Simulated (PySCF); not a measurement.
NH₃: umbrella curve

All numbers come from PySCF, wB97X, basis N def2-TZVP, H def2-TZVP (no relativity, density fitting).

Rigid scan from the singlet minimum (N–H 1.011 Å (×3); H–N–H 107.6° (×3)). Coordinate: angle between each bond and the threefold axis, bonds fixed. Energies in kJ/mol from the minimum.

Question: Predict the curve at 55, 60, 65, 70, 75, 80, 85, 90.

Answer: 
| angle of the bonds to the threefold axis (°) | E (kJ/mol) | dipole size (D) |
| --- | --- | --- |
| 55 | 44.4 | 2.36 |
| 60 | 15.8 | 2.16 |
| 65 | 2.5 | 1.91 |
| 70 | 0.2 | 1.62 |
| 75 | 4.6 | 1.28 |
| 80 | 11.5 | 0.89 |
| 85 | 17.2 | 0.46 |
| 90 | 19.4 | 0.00 |

With the bonds held, the planar shape lies 19.4 kJ/mol from the minimum.

Other isomers or separated fragments may lie lower.
